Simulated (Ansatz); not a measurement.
Basis-set extrapolation for C₂H₃NS, SMILES `N=C1CS1` (PBE0-D4/def2-TZVP geometry, frozen core, Ansatz 0.2.0). Multiplicity 1, RHF reference.

```json
{"": "HF", "def2-TZVPP": "-529.463733", "def2-QZVPP": "-529.480720"}
{"": "MP2 correlation", "def2-TZVPP": "-0.695392", "def2-QZVPP": "-0.744991"}
{"": "CCSD(T) correlation", "def2-TZVPP": "-0.756358", "def2-QZVPP": "not run"}
```

Energies in hartree. Use E(X) = E(∞) + A·exp(−7.88·√X) for Hartree–Fock and E(X) = E(∞) + B·X^(−2.97) for correlation, with X = 3 and 4, and add CCSD(T) minus MP2 of the smaller set to the MP2 limit.

Q: What is the CCSD(T) energy at the basis-set limit?

A: HF limit: -529.480720 + (-0.016987) × 0.13774 = -529.48306. MP2 limit: -0.744991 + (-0.049599) × 0.74074 = -0.78173. Higher-order term: -0.756358 − (-0.695392) = -0.06097. Total: -530.32576 hartree, 277.4 kJ/mol below CCSD(T)/def2-TZVPP.
